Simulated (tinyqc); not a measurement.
Inside a calculation (part 2 of 2). Method: UHF in the sto-3g basis, for H2O, spin multiplicity 1. Computed by tinyqc, a small Python program that keeps every step (integrals from PySCF). Command: `OMP_NUM_THREADS=1 python tinyqc.py 27531 27532 out.jsonl` (the two numbers bound the seeds that draw the settings). One thread of a shared host (Intel(R) Xeon(R) Processor @ 2.60GHz), about 0.2 s of CPU time with the checks.

Geometry (angstrom):
```
atom         x          y         z
O     0.000000   0.000000  0.000000
H     0.000000   0.852000  0.569000
H     0.000000  -0.852000  0.569000
```

## Iteration 2: diagonalisation and new density

F(alpha) (hartree), lower triangle:
```
             1O 1s      1O 2s     1O 2px     1O 2py     1O 2pz      2H 1s      3H 1s
1O 1s   -20.206864
1O 2s    -5.160453  -2.383645
1O 2px    0.000000   0.000000  -0.353546
1O 2py    0.000000   0.000000   0.062178  -0.278149
1O 2pz   -0.029622  -0.090964   0.000000   0.000000  -0.329146
2H 1s    -1.018602  -0.915828  -0.012360  -0.394829  -0.308809  -0.493796
3H 1s    -1.018602  -0.915828   0.012360   0.394829  -0.308809  -0.293031  -0.493796
```

F(beta) (hartree), lower triangle:
```
             1O 1s      1O 2s     1O 2px     1O 2py     1O 2pz      2H 1s      3H 1s
1O 1s   -20.206864
1O 2s    -5.160453  -2.383645
1O 2px    0.000000   0.000000  -0.353546
1O 2py    0.000000   0.000000  -0.062178  -0.278149
1O 2pz   -0.029622  -0.090964   0.000000   0.000000  -0.329146
2H 1s    -1.018602  -0.915828   0.012360  -0.394829  -0.308809  -0.493796
3H 1s    -1.018602  -0.915828  -0.012360   0.394829  -0.308809  -0.293031  -0.493796
```

X, lower triangle:
```
            1O 1s      1O 2s    1O 2px     1O 2py     1O 2pz      2H 1s     3H 1s
1O 1s    1.023957
1O 2s   -0.140302   1.201476
1O 2px   0.000000   0.000000  1.000000
1O 2py   0.000000   0.000000  0.000000   1.101728
1O 2pz  -0.008150   0.083445  0.000000   0.000000   1.038782
2H 1s    0.020879  -0.260903  0.000000  -0.211653  -0.121683   1.166305
3H 1s    0.020879  -0.260903  0.000000   0.211653  -0.121683  -0.066500  1.166305
```

Diagonalise F' = X^T F X, C = X C', fill 5 alpha and 5 beta electrons from the bottom; D(s) = C_occ C_occ^T. Each column has its largest component positive (the first on a tie).

F' = X^T F X (alpha) (hartree), lower triangle:
```
            1          2          3          4          5          6         7
1  -19.827436
2   -2.702469  -1.199747
3    0.000000   0.000000  -0.353546
4    0.000000   0.000000   0.073735   0.012665
5   -0.055986   0.102760   0.000000   0.000000  -0.215367
6   -0.134305  -0.482644  -0.028397  -0.454393  -0.282662   0.001272
7   -0.134305  -0.482644   0.028397   0.454393  -0.282662  -0.080770  0.001272
```

orbital energies (alpha) (hartree): MO1 -20.215704, MO2 -1.205249, MO3 -0.598981, MO4 -0.422085, MO5 -0.356831, MO6 0.520989, MO7 0.696972

coefficients C (alpha):
```
              MO1        MO2        MO3        MO4        MO5        MO6        MO7
1O 1s    0.994188  -0.231889   0.000000   0.094030   0.000000  -0.134490   0.000000
1O 2s    0.025701   0.834246   0.000000  -0.475399   0.000000   0.826862   0.000000
1O 2px   0.000000   0.000000  -0.107090   0.000000   0.991352   0.000000   0.075844
1O 2py   0.000000   0.000000   0.596927   0.000000  -0.009967   0.000000   0.973128
1O 2pz   0.003693   0.103349   0.000000   0.812482   0.000000   0.667000   0.000000
2H 1s   -0.005430   0.174481   0.438183   0.260881   0.106661  -0.767833  -0.775449
3H 1s   -0.005430   0.174481  -0.438183   0.260881  -0.106661  -0.767833   0.775449
```

F' = X^T F X (beta) (hartree), lower triangle:
```
            1          2          3          4          5          6         7
1  -19.827436
2   -2.702469  -1.199747
3    0.000000   0.000000  -0.353546
4    0.000000   0.000000  -0.073735   0.012665
5   -0.055986   0.102760   0.000000   0.000000  -0.215367
6   -0.134305  -0.482644   0.028397  -0.454393  -0.282662   0.001272
7   -0.134305  -0.482644  -0.028397   0.454393  -0.282662  -0.080770  0.001272
```

orbital energies (beta) (hartree): MO1 -20.215704, MO2 -1.205249, MO3 -0.598981, MO4 -0.422085, MO5 -0.356831, MO6 0.520989, MO7 0.696972

coefficients C (beta):
```
              MO1        MO2        MO3        MO4        MO5        MO6        MO7
1O 1s    0.994188  -0.231889   0.000000   0.094030   0.000000  -0.134490   0.000000
1O 2s    0.025701   0.834246   0.000000  -0.475399   0.000000   0.826862   0.000000
1O 2px   0.000000   0.000000   0.107090   0.000000   0.991352   0.000000  -0.075844
1O 2py   0.000000   0.000000   0.596927   0.000000   0.009967   0.000000   0.973128
1O 2pz   0.003693   0.103349   0.000000   0.812482   0.000000   0.667000   0.000000
2H 1s   -0.005430   0.174481   0.438183   0.260881  -0.106661  -0.767833  -0.775449
3H 1s   -0.005430   0.174481  -0.438183   0.260881   0.106661  -0.767833   0.775449
```

D(alpha) after iteration 2, lower triangle:
```
            1O 1s      1O 2s     1O 2px     1O 2py    1O 2pz      2H 1s     3H 1s
1O 1s    1.051024
1O 2s   -0.212603   0.922631
1O 2px   0.000000   0.000000   0.994248
1O 2py   0.000000   0.000000  -0.073806   0.356421
1O 2pz   0.056104  -0.299940   0.000000   0.000000  0.670822
2H 1s   -0.021328   0.021398   0.058813   0.260500  0.229973   0.301913
3H 1s   -0.021328   0.021398  -0.058813  -0.260500  0.229973  -0.104849  0.301913
```

D(beta) after iteration 2, lower triangle:
```
            1O 1s      1O 2s     1O 2px     1O 2py    1O 2pz      2H 1s     3H 1s
1O 1s    1.051024
1O 2s   -0.212603   0.922631
1O 2px   0.000000   0.000000   0.994248
1O 2py   0.000000   0.000000   0.073806   0.356421
1O 2pz   0.056104  -0.299940   0.000000   0.000000  0.670822
2H 1s   -0.021328   0.021398  -0.058813   0.260500  0.229973   0.301913
3H 1s   -0.021328   0.021398   0.058813  -0.260500  0.229973  -0.104849  0.301913
```

## Iteration 17 (converged): orbitals

converged F(alpha) (hartree), lower triangle:
```
             1O 1s      1O 2s     1O 2px     1O 2py     1O 2pz      2H 1s      3H 1s
1O 1s   -20.229349
1O 2s    -5.160847  -2.418647
1O 2px    0.000000   0.000000  -0.381143
1O 2py    0.000000   0.000000   0.000035  -0.276716
1O 2pz   -0.027198  -0.091495   0.000000   0.000000  -0.305852
2H 1s    -1.019121  -0.909816  -0.000006  -0.393668  -0.318649  -0.488730
3H 1s    -1.019121  -0.909816   0.000006   0.393668  -0.318649  -0.288822  -0.488730
```

converged F(beta) (hartree), lower triangle:
```
             1O 1s      1O 2s     1O 2px     1O 2py     1O 2pz      2H 1s      3H 1s
1O 1s   -20.229349
1O 2s    -5.160847  -2.418647
1O 2px    0.000000   0.000000  -0.381143
1O 2py    0.000000   0.000000  -0.000035  -0.276716
1O 2pz   -0.027198  -0.091495   0.000000   0.000000  -0.305852
2H 1s    -1.019121  -0.909816   0.000006  -0.393668  -0.318649  -0.488730
3H 1s    -1.019121  -0.909816  -0.000006   0.393668  -0.318649  -0.288822  -0.488730
```

As before.

F' = X^T F X (alpha) (hartree), lower triangle:
```
            1          2          3          4          5          6         7
1  -19.851727
2   -2.692781  -1.256080
3    0.000000   0.000000  -0.381143
4    0.000000   0.000000   0.000041   0.013399
5   -0.053102   0.104313   0.000000   0.000000  -0.185606
6   -0.137476  -0.467074  -0.000015  -0.453270  -0.296470   0.004061
7   -0.137476  -0.467074   0.000015   0.453270  -0.296470  -0.078199  0.004061
```

orbital energies (alpha) (hartree): MO1 -20.237946, MO2 -1.228110, MO3 -0.594115, MO4 -0.425363, MO5 -0.381143, MO6 0.523868, MO7 0.689774

coefficients C (alpha):
```
              MO1        MO2        MO3        MO4        MO5        MO6        MO7
1O 1s    0.994265  -0.235993   0.000000   0.094702   0.000000  -0.126047   0.000000
1O 2s    0.025356   0.859095   0.000000  -0.491326   0.000000   0.791355   0.000000
1O 2px   0.000000   0.000000  -0.000071   0.000000   1.000000   0.000000   0.000041
1O 2py   0.000000   0.000000   0.593760   0.000000   0.000002   0.000000   0.975114
1O 2pz   0.003516   0.100667   0.000000   0.787083   0.000000   0.697184   0.000000
2H 1s   -0.005314   0.154520   0.446022   0.294778   0.000064  -0.759803  -0.778310
3H 1s   -0.005314   0.154520  -0.446022   0.294778  -0.000064  -0.759803   0.778310
```

F' = X^T F X (beta) (hartree), lower triangle:
```
            1          2          3          4          5          6         7
1  -19.851727
2   -2.692781  -1.256080
3    0.000000   0.000000  -0.381143
4    0.000000   0.000000  -0.000041   0.013399
5   -0.053102   0.104313   0.000000   0.000000  -0.185606
6   -0.137476  -0.467074   0.000015  -0.453270  -0.296470   0.004061
7   -0.137476  -0.467074  -0.000015   0.453270  -0.296470  -0.078199  0.004061
```

orbital energies (beta) (hartree): MO1 -20.237946, MO2 -1.228110, MO3 -0.594115, MO4 -0.425363, MO5 -0.381143, MO6 0.523868, MO7 0.689774

coefficients C (beta):
```
              MO1        MO2        MO3        MO4        MO5        MO6        MO7
1O 1s    0.994265  -0.235993   0.000000   0.094702   0.000000  -0.126047   0.000000
1O 2s    0.025356   0.859095   0.000000  -0.491326   0.000000   0.791355   0.000000
1O 2px   0.000000   0.000000   0.000071   0.000000   1.000000   0.000000  -0.000041
1O 2py   0.000000   0.000000   0.593760   0.000000  -0.000002   0.000000   0.975114
1O 2pz   0.003516   0.100667   0.000000   0.787083   0.000000   0.697184   0.000000
2H 1s   -0.005314   0.154520   0.446022   0.294778  -0.000064  -0.759803  -0.778310
3H 1s   -0.005314   0.154520  -0.446022   0.294778   0.000064  -0.759803   0.778310
```

D(alpha) after iteration 17, lower triangle:
```
            1O 1s      1O 2s     1O 2px     1O 2py    1O 2pz      2H 1s     3H 1s
1O 1s    1.053223
1O 2s   -0.224059   0.980089
1O 2px   0.000000   0.000000   1.000000
1O 2py   0.000000   0.000000  -0.000040   0.352551
1O 2pz   0.054278  -0.300143   0.000000   0.000000  0.629645
2H 1s   -0.013833  -0.012220   0.000032   0.264830  0.247551   0.309734
3H 1s   -0.013833  -0.012220  -0.000032  -0.264830  0.247551  -0.088137  0.309734
```

D(beta) after iteration 17, lower triangle:
```
            1O 1s      1O 2s     1O 2px     1O 2py    1O 2pz      2H 1s     3H 1s
1O 1s    1.053223
1O 2s   -0.224059   0.980089
1O 2px   0.000000   0.000000   1.000000
1O 2py   0.000000   0.000000   0.000040   0.352551
1O 2pz   0.054278  -0.300143   0.000000   0.000000  0.629645
2H 1s   -0.013833  -0.012220  -0.000032   0.264830  0.247551   0.309734
3H 1s   -0.013833  -0.012220   0.000032  -0.264830  0.247551  -0.088137  0.309734
```

## Convergence

Stop when the energy changes by less than 1e-08 hartree and every element of the error matrix X^T (F D S - S D F) X (for each spin) is below 3e-05.

Course of the cycle:
```
iteration   E (hartree)     change  largest element of the error matrix
1          -74.59711207          -                             2.08e-01
2          -74.92111886  -3.24e-01                             5.24e-02
3          -74.94834047  -2.72e-02                             2.21e-02
4          -74.95361831  -5.28e-03                             1.33e-02
5          -74.95508168  -1.46e-03                             8.10e-03
6          -74.95556014  -4.78e-04                             4.91e-03
7          -74.95572602  -1.66e-04                             2.98e-03
8          -74.95578496  -5.89e-05                             1.81e-03
9          -74.95580619  -2.12e-05                             1.09e-03
10         -74.95581388  -7.70e-06                             6.62e-04
11         -74.95581669  -2.80e-06                             4.01e-04
12         -74.95581771  -1.02e-06                             2.43e-04
13         -74.95581808  -3.75e-07                             1.47e-04
14         -74.95581822  -1.37e-07                             8.90e-05
15         -74.95581827  -5.02e-08                             5.39e-05
16         -74.95581829  -1.84e-08                             3.26e-05
17         -74.95581830  -6.75e-09                             1.98e-05
```

PySCF UHF in the same basis, after a stability check = -74.95581830 hartree

Converged in 17 iterations.

## Populations, bond orders and dipole

overlap S, lower triangle:
```
           1O 1s     1O 2s    1O 2px     1O 2py    1O 2pz     2H 1s     3H 1s
1O 1s   1.000000
1O 2s   0.236704  1.000000
1O 2px  0.000000  0.000000  1.000000
1O 2py  0.000000  0.000000  0.000000   1.000000
1O 2pz  0.000000  0.000000  0.000000   0.000000  1.000000
2H 1s   0.045981  0.431696  0.000000   0.307015  0.205037  1.000000
3H 1s   0.045981  0.431696  0.000000  -0.307015  0.205037  0.190135  1.000000
```

Mulliken: Z minus the diagonal of D S on the atom; Loewdin: the same with S^(1/2) D S^(1/2); Mayer order: 2 sum_s sum (D(s) S)_ij (D(s) S)_ji over the two atoms.

Charges (e):
```
atom   Mulliken    Loewdin  Mulliken spin
1O    -0.323484  -0.231237              0
2H     0.161742   0.115619              0
3H     0.161742   0.115619              0
```

Mayer bond orders:
```
pair     order
2-1   0.956570
3-1   0.956570
3-2   0.017269
```

dipole moment about the origin, x y z (debye): 0.000000  0.000000  1.590398

<S^2> of the determinant (pure state: 0) = 6.77e-09
